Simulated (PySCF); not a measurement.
O₂, SMILES O=O (connectivity only; charge and spin as stated), charge +1, multiplicity 2. Geometry optimised at B3LYP-D3(BJ)/def2-TZVPD.

Method: B3LYP-D3(BJ)/def2-TZVPD (PySCF).

Harmonic wavenumbers (cm⁻¹): 2053. Rotational constants (GHz): 51.67 (linear); symmetry number 2.

Question: Work out the zero-point energy and the ideal-gas rigid-rotor harmonic-oscillator thermochemistry at 298.15 K and 1 atm.

Answer: ZPE = ½ Σ hcν = ½ × 2053 cm⁻¹ = 12.28 kJ/mol. H − E(el) = 20.96 kJ/mol. Entropy in J/(mol K): translation 151.97, rotation 42.37, vibration 0.00, spin 5.76, total 200.11. G − E(el) = -38.71 kJ/mol. Cp = 29.14 J/(mol K).
